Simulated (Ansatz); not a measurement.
Input file:

```yaml
crystal:
  periodic: [false, false, false]
  atoms:
    - {symbol: C, position_ang: [0.000000, 0.000000, -0.900821]}
    - {symbol: H, position_ang: [0.000000, 0.000000, 2.895179]}
    - {symbol: H, position_ang: [0.000000, 0.000000, -1.994358]}
basis:
  gaussian: {orbitals: aug-cc-pVDZ}
total_charge: 1
magnetization: {spin_polarized: false, initial_magnetization: 1}
correlation: {method: bccd_t, electrons: outside_noble_gas}
accuracy: high
scf: {lower_state_search: full}
```

```sh
$ ansatz run in.yaml --threads 1 --pin off --events-out ev --progress --plain --max-ram 2393MiB
```

Log:

```
695 factors; integrals over basis functions are off by at most 3.2e-9 eV
mean field evaluation 1: about -1040.9875 eV, gradient 1.6e1 eV
mean field evaluation 2: about -1040.9875 eV, gradient 1.6e1 eV
mean field evaluation 4: about -1044.5078 eV, gradient 1.0e1 eV
mean field evaluation 8: about -1044.9141 eV, gradient 2.2e0 eV
mean field evaluation 16: about -1044.9316 eV, gradient 4.4e-3 eV
mean field evaluation 32: about -1042.0403 eV, gradient 6.1e-5 eV
mean field evaluation 64: about -1042.0403 eV, gradient 3.0e-4 eV
mean field evaluation 96: about -1044.3323 eV, gradient 1.2e1 eV
mean field evaluation 128: about -1044.9316 eV, gradient 3.1e-4 eV
mean field evaluation 160: about -1042.0403 eV, gradient 7.5e-4 eV
mean field -1044.93156058 eV, -38.4005265713 hartree, gradient 9.3e-8 eV, S^2 0.750000; 8 other end points of the search recorded, 0 dependent functions left out
...
cycle   9  -2.72660696 eV  change   -4.4e-7 eV  update   1.1e-7
cycle  10  -2.72660700 eV  change   -4.1e-8 eV  update   4.1e-8
cycle  11  -2.72660701 eV  change   -1.2e-8 eV  update   2.2e-8
cycle  12  -2.72660680 eV  change    2.1e-7 eV  update   1.1e-7
cycle  13  -2.72660655 eV  change    2.5e-7 eV  update   6.8e-8
cycle  14  -2.72660654 eV  change    7.9e-9 eV  update   1.9e-8
cycle  15  -2.72660654 eV  change   -5.7e-9 eV  update   1.0e-8
cycle  16  -2.72660655 eV  change   -1.0e-9 eV  update   4.1e-9
cycle  17  -2.72660655 eV  change  -1.8e-10 eV  update   1.4e-9
cycle  18  -2.72660655 eV  change  -2.9e-12 eV  update  6.0e-10
perturbative correction -0.03981563 eV, -0.0014631975 hartree
Total energy: -1047.69798276 eV, -38.5021907112 hartree
```

Ran on 1 thread of Intel Xeon, shared host: 3.5 s wall, 0.18 GiB peak host memory.
